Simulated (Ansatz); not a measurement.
Counterpoise correction, worked out

The pair of CH₄ (SMILES C, atoms 1–5) and HCN (SMILES C#N, atoms 6–8), both closed shells, in one local arrangement (a lower one may exist), relaxed at PBE0-D4/def2-TZVP:

C1  (-0.012, 0.047, -1.875)
H2  (-0.916, -0.430, -2.254)
H3  (0.018, 1.083, -2.213)
H4  (0.862, -0.482, -2.256)
H5  (-0.012, 0.016, -0.786)
C6  (0.020, -0.078, 3.154)
N7  (0.002, -0.055, 2.009)
H8  (0.037, -0.100, 4.222)
(Å)

Ansatz 0.2.0; basis: def2-TZVPPD; cores frozen in the correlated methods.

CCSD(T) total energies in eV:

| system | geometry | basis functions | energy |
| --- | --- | --- | --- |
| pair | pair | all | -3638.68665 |
| CH₄ | as in the pair | all (partner as ghosts) | -1100.41490 |
| HCN | as in the pair | all (partner as ghosts) | -2538.24980 |
| CH₄ | as in the pair | its own | -1100.41225 |
| HCN | as in the pair | its own | -2538.24309 |
| CH₄ | free (PBE0-D4 minimum) | its own | -1100.41235 |
| HCN | free (PBE0-D4 minimum) | its own | -2538.24351 |

Q: Work out the interaction energy with and without the counterpoise correction, the superposition error, and the binding energy from the relaxed fragments.

A: Without correction: -3638.68665 − (-1100.41225) − (-2538.24309) = -0.03131 eV.
With correction (each fragment in the whole basis): -3638.68665 − (-1100.41490) − (-2538.24980) = -0.02195 eV = -0.51 kcal/mol.
The superposition error is the difference, 0.00936 eV, 30 % of the uncorrected value: each fragment borrows its partner's functions.
Deformation from the free shapes: 0.00010 eV for CH₄ and 0.00042 eV for HCN.
Binding energy from relaxed fragments: -0.02195 + 0.00010 + 0.00042 = -0.02143 eV = -0.49 kcal/mol (electronic, without zero-point energy; negative means bound). For comparison, the corrected interaction energy by CCSD(T) at an estimated basis limit (MP2 extrapolated from triple and quadruple zeta, plus CCSD(T) − MP2 in triple zeta) is -0.024 eV.

The T1 diagnostic stays at or below 0.015. The restricted Hartree–Fock reference is unstable towards an unrestricted one at one or more of these structures.

For scale, one of the runs: CCSD(T)/def2-TZVPPD, 196 basis functions, launched by `ansatz run in.yaml --threads 2 --pin off --events-out ev --progress --plain --max-ram 5222MiB`. The run took 41 s on 2 CPU threads of an Arm Neoverse V1 (shared host), with 2.3 GiB of host memory at its peak.
